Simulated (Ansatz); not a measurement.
System: bcc Fe. Method: PBEsol (plane waves, PAW; Ansatz, a program for electronic structure).

Input:

Ansatz 0.2 input:
```yaml
crystal:
  lattice:
    - [-1.4017422296, 1.4017422296, 1.4017422296]
    - [1.4017422296, -1.4017422296, 1.4017422296]
    - [1.4017422296, 1.4017422296, -1.4017422296]
  atoms:
    - { symbol: Fe, position: [0.0, 0.0, 0.0], spin: 2.5 }
basis:
  ecutwfc: 520
  ecutrho_ratio: 4
  xc_grid: 2
kpoints:
  mp_grid: { grid: [26, 26, 26] }
hamiltonian:
  xc: pbesol
  dispersion: none
  pseudopotentials: { kind: paw }
scf:
  occupations: { method: fermi_dirac, width: 0.05 }
  convergence: { dr2_threshold: 0.0000000001 }
output:
  forces: false
  stress: true
  eigenvalues: true
magnetization:
  spin_polarized: true
```

The run printed, among other lines:

```
Crystal: 1 atoms, lattice volume = 11.017 Å³
Basis set: ecut = 520 eV, 321 PW (Γ), exchange–correlation on 40×40×40 points (8 copies of the dense FFT grid, shifted against one another)
Bands: 14, of which v1, the nominal top of the filled ones, is band 8 counted from 1 (7 counted from 0)
Symmetry: 48 space group operations
Space group: Im-3m (ITA 229), of the structure as read, at distance tolerance 2.2e-5 Å
k-points: 511 of 17576
Initial density: superposition of atomic densities (chi_scale 0.1, normalization cell)
Functional: x = pbesol(κ = 0.804, μ = 0.12345679012345678), c = pbesol(β = 0.046)
SCF 1 converged in 12 iterations: F = -4448.851614 eV  dr2 = 5.25e-13
SCF converged after 12 iterations
Magnetization: 2.1278 μB (9.0639 up, 6.9361 down)
Free energy (F): -4448.851614 eV
Internal energy: -4448.843929 eV  (E = F + TS)
E sigma→0 (E₀):  -4448.847771 eV
Fermi energy:    19.122127 eV
--- Stress (GPa, compression-positive) ---
       -3.722720       0.000000      -0.000000
        0.000000      -3.722720      -0.000000
       -0.000000      -0.000000      -3.722720
  P = ⅓ Tr σ = -3.7227 GPa (-37.227 kbar)
```

The cell is one volume of an energy–volume scan, off the minimum.

The PAW data were made under PBE.
